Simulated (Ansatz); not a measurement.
**CH6OSi: taking an electron away**

Aim: the vertical ionisation energy of CH6OSi, as cation minus neutral at the neutral's geometry, on several levels, and how well −ε(HOMO) stands in for it.

Method: unrestricted cation, the program's frozen cores in correlated methods; program: Ansatz 0.2.0, Gaussian basis.

The runs, in order: UKS PBE-D4/def2-TZVPP; UKS r2SCAN-D4/def2-TZVPP; UKS PBE0-D4/def2-TZVPP; UKS B3LYP-D4/def2-TZVPP; UKS wB97X-V/def2-TZVPP; UKS wB97M-V/def2-TZVPP; UKS B2PLYP/def2-TZVPP; UHF-CCSD(T)/def2-TZVPP; UHF-CCSD(T)/def2-QZVPP; extrapolation to the limit; then −ε(HOMO) from the neutral's earlier runs with LDA (SPW92), PBE-D4, revPBE-D4, BLYP-D4, r2SCAN-D4, B97M-V, PBE0-D4, B3LYP-D4, r2SCANh-D4, r2SCAN0-D4, HSE06-D4, BHLYP-D4, CAM-B3LYP-D4, LC-ωPBE, ωB97X-V, ωB97M-V.

### 1 The relaxed structure

All runs share one geometry, relaxed beforehand with PBE0-D4 in a triple-zeta def2 set.

SMILES `C[SiH2]O`, 9 atoms, charge 0, spin multiplicity 1.

Atoms are counted from 1 here; the program's logs count them from 0.

Bond lengths: C1–Si2 1.863 Å, C1–H4 1.094 Å, C1–H5 1.093 Å, C1–H6 1.093 Å, Si2–O3 1.652 Å, Si2–H7 1.483 Å, Si2–H8 1.492 Å, O3–H9 0.957 Å. Angles: Si2–C1–H4 110.2°, Si2–C1–H5 111.0°, Si2–C1–H6 111.5°, H4–C1–H5 108.1°, H4–C1–H6 107.7°, H5–C1–H6 108.2°, C1–Si2–O3 112.6°, C1–Si2–H7 110.6°, C1–Si2–H8 108.9°, O3–Si2–H7 105.0°, O3–Si2–H8 110.4°, H7–Si2–H8 109.3°, Si2–O3–H9 117.7°.

Geometry (Å):

```
C    -0.77707    0.63077   -0.59565
Si    0.49859   -0.58912    0.00100
O     1.30791   -0.05833    1.33918
H    -1.25610    0.26153   -1.50717
H    -0.31903    1.59706   -0.81937
H    -1.56032    0.78801    0.15065
H     1.54896   -0.79052   -1.02700
H    -0.17314   -1.89162    0.28162
H     0.81868    0.00592    2.15974
```

### 2 Cation, UKS PBE-D4/def2-TZVPP

in.yaml reads:

```yaml
crystal:
  periodic: [false, false, false]
  atoms:
    - {symbol: C, position_ang: [-0.777072, 0.630772, -0.595646]}
    - {symbol: Si, position_ang: [0.498592, -0.589117, 0.000995]}
    - {symbol: O, position_ang: [1.307912, -0.058334, 1.339181]}
    - {symbol: H, position_ang: [-1.256097, 0.261532, -1.507174]}
    - {symbol: H, position_ang: [-0.319027, 1.597062, -0.819373]}
    - {symbol: H, position_ang: [-1.560318, 0.788008, 0.150654]}
    - {symbol: H, position_ang: [1.548964, -0.790523, -1.027000]}
    - {symbol: H, position_ang: [-0.173135, -1.891619, 0.281620]}
    - {symbol: H, position_ang: [0.818682, 0.005920, 2.159743]}
basis:
  gaussian: {orbitals: def2-TZVPP}
total_charge: 1
magnetization: {spin_polarized: true, initial_magnetization: 1}
hamiltonian: {xc: pbe, dispersion: d4}
```

Launch:

```console
$ ansatz run in.yaml --threads 2 --pin off --events-out ev --progress --plain --max-ram 32768MiB --backend cpu
```

Further steps of the session: Cation, UKS r2SCAN-D4/def2-TZVPP; Cation, UKS PBE0-D4/def2-TZVPP; Cation, UKS B3LYP-D4/def2-TZVPP; Cation, UKS wB97X-V/def2-TZVPP; Cation, UKS wB97M-V/def2-TZVPP; Cation, UKS B2PLYP (frozen core)/def2-TZVPP; Cation, UHF-CCSD(T)/def2-TZVPP; Cation, UHF-CCSD(T)/def2-QZVPP.

Q: Predict the results of all the runs planned. Wanted: ionisation energy, CCSD(T)/def2-TZVPP; nearest functional by difference; nearest −ε(HOMO); −ε(HOMO) of PBE; T1 of the cation.

The runs gave:

```
                             quantity               value
ionisation energy, CCSD(T)/def2-TZVPP            11.08 eV
     nearest functional by difference  ωB97X-V (-0.16 eV)
                     nearest −ε(HOMO)  LC-ωPBE (+0.13 eV)
                      −ε(HOMO) of PBE             6.94 eV
                     T1 of the cation               0.094
```

What this shows: Energy differences with functionals land within 0.76 eV of the reference. The PBE orbital energy is 4.1 eV too small: a semilocal HOMO is no ionisation energy. Among orbital estimates LC-ωPBE comes nearest. Hartree-Fock falls 0.71 eV short, as the neutral has more correlation energy than the cation. The cation's T1 (from the report) is 0.094, above the customary mark of 0.045 for open shells, so the coupled-cluster value is less safe.
